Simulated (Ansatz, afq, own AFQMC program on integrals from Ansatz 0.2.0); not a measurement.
AFQMC on a folder of integrals that Ansatz 0.2.0 wrote.

```yaml
crystal:
  periodic: [false, false, false]
  atoms:
    - {symbol: Al, position_ang: [0.000000, -0.074388, 0.613390]}
    - {symbol: C, position_ang: [0.000000, 0.010117, -1.308029]}
    - {symbol: H, position_ang: [0.000000, 1.321704, 1.420502]}
    - {symbol: H, position_ang: [0.000000, 0.549036, -2.253748]}
basis:
  gaussian: {orbitals: cc-pVDZ}
total_charge: 1
magnetization: {spin_polarized: true, initial_magnetization: 4}
correlation: {method: ccsd_t, electrons: outside_noble_gas, hamiltonian_folder: ham}
```

```sh
$ ansatz run in.yaml --threads 1 --pin off --events-out ev --progress --plain --max-ram 1843MiB
```

Options of the walk:

```
--method phaseless --trial cisd --walkers 60 --populations 1 --least-time 40 --time-step 0.005 --steps-per-block 50 --equilibration-blocks 28 --max-blocks 300 --target-error 0.00034 --factor-cut 1e-05 --start spin_pure --seed 9649 --release-times 0.24,0.51,0.99,1.62,2.4 --release-step 0.03 --release-every 4 --taylor-order 6
```

Times are imaginary, in 1/Eh. The walk had a cap of 920 s.

afq prints:

```
orbitals 36  electrons 6 2  factors 267 of 401
reference energy -280.44792769 Eh
CCSD correlation -0.13541591 Eh in 13 cycles, weight of the determinant in the CISD state 0.8942
energy of the start -280.582767 Eh
 block  time / (1/Eh)  mean weight  energy / Eh
     1     0.250  0.9988  -280.582447
     2     0.500  0.9995  -280.583985
     3     0.750  0.9998  -280.584347
     4     1.000  0.9988  -280.585809
     5     1.250  1.0008  -280.584779
     7     1.750  0.9996  -280.585525
     9     2.250  1.0003  -280.585122
    13     3.250  1.0003  -280.587955
    21     5.250  0.9981  -280.589463
    29     7.250  1.0012  -280.587591
    37     9.250  1.0009  -280.593324
    45    11.250  0.9981  -280.588152
    53    13.250  1.0008  -280.591461
    61    15.250  1.0000  -280.585421
    69    17.250  0.9999  -280.585855
    77    19.250  1.0007  -280.588883
    85    21.250  1.0000  -280.588372
    93    23.250  1.0020  -280.586713
   101    25.250  0.9997  -280.586933
   109    27.250  0.9983  -280.588856
   117    29.250  0.9996  -280.593240
   125    31.250  0.9999  -280.590165
   133    33.250  1.0002  -280.589714
   141    35.250  1.0017  -280.595669
   149    37.250  1.0003  -280.583866
   157    39.250  1.0002  -280.584679
   165    41.250  1.0025  -280.588552
   173    43.250  0.9988  -280.588570
   181    45.250  1.0022  -280.589030
   189    47.250  1.0003  -280.591602
   197    49.250  0.9999  -280.590912
blocks merged  error / Eh  count
     1  0.000194  170
     2  0.000221  85
     4  0.000276  42
     8  0.000318  21
    16  0.000396  10
released: time / (1/Eh)  energy / Eh  error  mean overlap
  0.24  -280.588104  0.000274  1.0111
  0.51  -280.587898  0.000284  1.0327
  0.99  -280.588487  0.000405  1.0482
  1.62  -280.588500  0.000354  1.0739
  2.40  -280.589031  0.000419  1.0749
energy -280.588610 +/- 0.000318 Eh
(rows thinned)
```

The run passed its tests (sampling time, drift between the halves within three errors, error under three times the target), which doesn't prove that it has relaxed.

Against this walk (error 8.6 meV) on the same determinant: CCSD(T) 25.1 meV higher, CCSDT(Q) 18.4 meV lower. The error is statistical and leaves out the bias of the constraint. The released energies are still falling (meV from the phaseless value at times in 1/Eh: 14 ± 7 at 0.24, 19 ± 8 at 0.51, 3 ± 11 at 0.99, 3 ± 10 at 1.62, -11 ± 11 at 2.40), so they give no level.

Cautions: constraint bias not in the error; lower spins were not checked.

The walk took 5 min on 1 thread of Intel(R) Xeon(R) Platinum 8375C CPU @ 2.90GHz (Ice Lake), on a shared host. The log's last line is the phaseless energy.

CCSDT and higher add their correlation energy to the determinant of the CCSD(T) run, since their own runs factorise the integrals more tightly (a shift of under 2 meV). A walk keeps the symmetry of its determinant, which the program's search chose and which needn't be the lowest solution, so a lower state of the same spin and another symmetry isn't excluded.
